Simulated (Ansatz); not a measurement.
Rock-salt MgS, treated with r²SCANh (Ansatz, an electronic-structure program, PAW).

Settings: plane-wave cutoff 520 eV, 8×8×8 k mesh, Fermi–Dirac smearing 0.01 eV, scalar-relativistic PAW data made under PBE.

Pressure at four volumes; x = ln(V/17.480 Å³). One pressure is withheld.

```
V (Å³/atom)        x  P (GPa)
-----------  -------  -------
16.660       -0.0480        ?
17.099       -0.0220     2.15
17.480        0.0000     0.26
18.414        0.0521    -3.59
```

**Question.** Pass a parabola P(x) through the three rows shown, estimate the bulk modulus and its pressure derivative near zero pressure, and predict the withheld pressure.

**Answer.** Slopes between the rows: (0.26 − (2.15))/(0.0000 − (-0.0220)) = -85.91 and (-3.59 − (0.26))/(0.0521 − (0.0000)) = -73.90 GPa. Their difference over the span 0.0741 is c = 12.01/0.0741 = 162.1 GPa, so P(x) = 2.15 + (-85.91)(x − (-0.0220)) + 162.1 (x − (-0.0220))(x − (0.0000)). At the middle row B = −dP/dx = −[-85.91 + 162.1 × 0.0220] = 82.3 GPa, and B′ = dB/dP = 2c/B = 3.9. At x = -0.0480 the parabola gives 4.59 GPa; the run gives 4.59 GPa. The Birch–Murnaghan fit to the energies at all volumes has B0 = 81.0 GPa and B′ = 4.0.

Measured, for comparison: bulk modulus 81 GPa (corrected for zero-point motion; as tabulated in Goldzak et al. (2022), arXiv:2208.04865). Computed (rounded) less measured: bulk modulus 0.0 %.
